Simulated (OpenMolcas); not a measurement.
# CH5BO (SMILES CBO): levels of theory compared

We compute a comparison of 6 runs (HF/3-21G, B2PLYP/6-311+G**, BLYP/6-311+G**, M06-L/6-311+G**, PBE/6-311+G**, CCSD(T)/6-311+G**) of CH5BO. 

Program for the calculation: OpenMolcas 26.06.

1 further run of the same task is left out (set aside as unsound or not needed).

### 1 The system as given

The species is CH5BO (8 atoms), meant as a singlet with charge 0. As SMILES, `CBO`. Geometry: relaxed at PBE0-D4/def2-TZVP. This is one conformer, not always the lowest.

Bond lengths: C1–B2 1.559 Å, B2–O3 1.357 Å, C1–H4 1.092 Å, C1–H5 1.096 Å, C1–H6 1.096 Å, B2–H7 1.207 Å, O3–H8 0.960 Å. Angles: C1–B2–O3 119.4°, C1–B2–H7 121.8°, O3–B2–H7 118.7°, B2–C1–H4 113.4°, B2–C1–H5 110.2°, B2–C1–H6 110.2°, B2–O3–H8 113.1°, H4–C1–H5 108.7°, H4–C1–H6 108.7°, H5–C1–H6 105.3°.

### 2 Energy and gradient at HF/3-21G (run 1)

mol.inp

```
>>> EXPORT MOLCAS_PRINT=2
&GATEWAY
BasLib=$CurrDir
Coord
8
angstrom
C       -0.618600       0.710300      -0.324600
B        0.508800      -0.240100       0.180200
O        0.240700      -1.558300       0.355600
H       -1.568300       0.201200      -0.499400
H       -0.308500       1.205100      -1.251900
H       -0.780500       1.520100       0.395700
H        1.620500       0.163100       0.420800
H        0.998200      -2.058400       0.667700
Basis=3-21G
Group=NoSym
&SEWARD
&SCF
Thresholds=1e-10 1e-07 1e-07 1e-05
PrOrbitals=1 1
&ALASKA
```

The basis set 3-21G is read from a file made from the Basis Set Exchange's data (not shown).

Run with:

```
$ export MOLCAS_MEM=1860
$ pymolcas mol.inp > mol.log
```

Standard output:

```text
--- Start Module: gateway ---
[...]
--- Stop Module: gateway /rc=_RC_ALL_IS_WELL_ ---
[...]
      Basis functions           37
[...]
--- Start Module: scf ---
[...]
       Convergence after  12 Iterations
[...]
::    Total SCF energy                               -139.6042037525
[...]
      Total spin, S                                     0.0000000000
[...]
      Total electronic charge=   24.000000
      Total            charge=   -0.000000
[...]
      Dipole Moment (debye):
      Origin of the operator (angstrom)=    0.0452   -0.4088    0.0796
                   X=  1.4010E+00               Y= -2.7438E-01               Z=  4.5344E-01           Total=  1.4979E+00
      Quadrupole Moment (debye*angstrom):
[...]
 *              Molecular gradients               *
 **************************************************
  Irreducible representation: a
 ------------------------------------------------------------------------------------------
                              X                       Y                       Z
 ------------------------------------------------------------------------------------------
  C1                4.65285778182212E-03   -1.03033754133990E-02    3.29381362447267E-03
  B2               -3.15662066146194E-03   -1.92499550806966E-02    2.86127535681484E-03
  O3               -4.22200007611595E-03    1.45258066435954E-02   -3.99646666224951E-03
  H4               -5.21345634618564E-03   -1.77504626185232E-03   -1.16480877890035E-03
  H5                2.20500598893003E-03    1.86614997034451E-03   -2.35965150018336E-03
  H6                8.79168115263340E-04    2.74563303405762E-03    2.34571038272735E-03
  H7                4.02808808188126E-03    3.72647098038414E-04    1.05354384426165E-03
  H8                8.26957115880322E-04    1.18181400098740E-02   -2.03341626694198E-03
[...]
```

It took 2 s on 1 thread of Arm Neoverse V1, shared host; peak memory 0.37 GiB.

### 3 The energy at B2PLYP/6-311+G(d,p) (run 2)

test.inp

```
* CH5BO Kohn-Sham DFT
&GATEWAY
BasLib
$CurrDir
Coord
8
bohr
C     -1.16898458     1.34227247    -0.61340510
B      0.96149265    -0.45372324     0.34052865
O      0.45485708    -2.94476022     0.67198661
H     -2.96365748     0.38021290    -0.94372923
H     -0.58298051     2.27730895    -2.36574814
H     -1.47493124     2.87257268     0.74776463
H      3.06230118     0.30821433     0.79519675
H      1.88632462    -3.88981225     1.26177013
Basis
6-311pGss
Group
NoSym
&SEWARD
GridInput
Grid=UltraFine
End of Grid
&SCF
KSDFT
B2PLYP_SCF
Thresholds
1e-10 1e-07 1e-07 1e-05
PrOrbitals
1 1
&MBPT2
Frozen
3
```

The basis set 6-311+G** is read from a file made from the Basis Set Exchange's data (not shown).

Run with:

```
$ export MOLCAS_MEM=1860
$ pymolcas test.inp > test.log
```

Standard output:

```text
--- Start Module: gateway ---
[...]
--- Stop Module: gateway /rc=_RC_ALL_IS_WELL_ ---
[...]
      Basis functions           96
[...]
--- Start Module: scf ---
[...]
       Convergence after  13 Iterations
[...]
::    Total KS-DFT energy                            -140.9955884782
[...]
      Total spin, S                                     0.0000000000
[...]
      Total electronic charge=   24.000000
      Total            charge=   -0.000000
[...]
      Dipole Moment (debye):
      Origin of the operator (angstrom)=    0.0452   -0.4088    0.0796
                   X=  1.1385E+00               Y= -1.5640E-01               Z=  3.5560E-01           Total=  1.2029E+00
      Quadrupole Moment (debye*angstrom):
[...]
--- Stop Module: scf /rc=_RC_ALL_IS_WELL_ ---
[...]
--- Start Module: mbpt2 ---
[...]
 ###    WARNING: MP2 implementation intended for RHF references only         ###
 ###############################################################################
MBPT2 WARNING: Reference function according to RunFile:KS-DFT
I'll assume you know what you're doing and continue
WARNING!
Default frozen orbitals as non valence orbitals is overwritten by user input.
Default values:   3
[...]
       Reference weight ( Cref**2 )         =        0.82745
::    Total MBPT2 energy                             -141.5452908130
[...]
      Total MBPT2 calculations                           0.32      0.35
--- Stop Module: mbpt2 /rc=_RC_ALL_IS_WELL_ ---
[...]
```

Wall time 29 s (1 thread of Arm Neoverse V1, shared host); peak memory 0.53 GiB.

Runs 3 to 5 aren't shown in full; the table further down has their settings and results.

### 4 The energy at CCSD(T)/6-311+G(d,p) (Cholesky decomposition) (run 6)

calc.input

```
* CH5BO CCSD(T)
>>> EXPORT MOLCAS_PRINT=2

&GATEWAY
  BasLib
  $CurrDir
  Coord
  8
  angstrom
  C       -0.618600       0.710300      -0.324600
  B        0.508800      -0.240100       0.180200
  O        0.240700      -1.558300       0.355600
  H       -1.568300       0.201200      -0.499400
  H       -0.308500       1.205100      -1.251900
  H       -0.780500       1.520100       0.395700
  H        1.620500       0.163100       0.420800
  H        0.998200      -2.058400       0.667700
  Basis
  6-311pGss
  Group
  NoSym

&SEWARD
  High

&SCF
  Thresholds
  1e-10 1e-07 1e-07 1e-05
  PrOrbitals
  0

&CHCC
  Frozen
  3
  Threshold
  1e-08
  MaxIterations
  80

&CHT3
  Frozen
  3
```

The basis set 6-311+G** is read from a file made from the Basis Set Exchange's data (not shown).

Run with:

```
$ export MOLCAS_MEM=1860
$ pymolcas calc.input > calc.log
```

Standard output:

```text
--- Start Module: gateway ---
[...]
--- Stop Module: gateway /rc=_RC_ALL_IS_WELL_ ---
[...]
      Basis functions           96
[...]
       Convergence after  13 Iterations
[...]
::    Total SCF energy                               -140.4214085912
[...]
      Total spin, S                                     0.0000000000
[...]
      Total electronic charge=   24.000000
      Total            charge=   -0.000000
[...]
      Dipole Moment (debye):
      Origin of the operator (angstrom)=    0.0452   -0.4088    0.0796
                   X=  1.2165E+00               Y= -8.2153E-02               Z=  3.6379E-01           Total=  1.2724E+00
      Quadrupole Moment (debye*angstrom):
[...]
--- Start Module: chcc ---
[...]
--- Stop Module: chcc /rc=_RC_ALL_IS_WELL_ ---
[...]
--- Start Module: cht3 ---
[...]
--- Stop Module: cht3 /rc=_RC_ALL_IS_WELL_ ---
[...]
```

Run time: 3.6 min. Hardware: 1 thread of Arm Neoverse V1, shared host; peak memory 0.14 GiB.

### 5 The series

```csv
run,level,task,frozen core orbitals,energy (Eh),dipole moment (D) of the reference,HOMO energy (eV),LUMO energy (eV),wall time
1,HF/3-21G,gradient,–,-139.604204,1.50,-12.03,4.58,2 s
2,B2PLYP/6-311+G**,energy,3,-141.144008,1.20,-10.01,0.59,29 s
3,BLYP/6-311+G**,gradient,–,-141.229301,1.10,-7.09,-0.79,42 s
4,M06-L/6-311+G**,gradient,–,-141.263945,1.06,-7.42,-0.34,53 s
5,PBE/6-311+G**,gradient,–,-141.095443,1.07,-7.14,-0.90,40 s
6,CCSD(T)/6-311+G** (Cholesky decomposition),energy,3,-140.917434,1.27,-12.24,1.46,3.6 min
```

### 6 Results

| quantity | value |
| --- | --- |
| run 6: total energy | -140.91743 Eh |
| run 6: dipole moment (mean-field density) | 1.27 D |
| run 6: HOMO energy (Hartree–Fock orbitals) | -12.24 eV |
| run 6: LUMO energy (Hartree–Fock orbitals) | 1.46 eV |
| run 6: HOMO–LUMO gap (Hartree–Fock orbitals) | 13.71 eV |
| run 6: correlation energy (3 core orbitals frozen) | -496.0 mEh |
| run 6: (T) correction | -14.51 mEh |

What this shows: Over runs 1, 2, 3, 4, 5 the dipole moment (its size) runs from 1.06 D (M06-L/6-311+G**) to 1.50 D (HF/3-21G). The two ends differ in method and basis. Over runs 1, 2, 3, 4, 5 the HOMO–LUMO gap runs from 6.24 eV (PBE/6-311+G**) to 16.61 eV (HF/3-21G). For B2PLYP the log adds the whole second-order term; the table takes 0.27 of it, as the functional is defined. Totals of different functionals can't be ranked against each other. All runs together took 6.4 min, the longest 3.6 min.
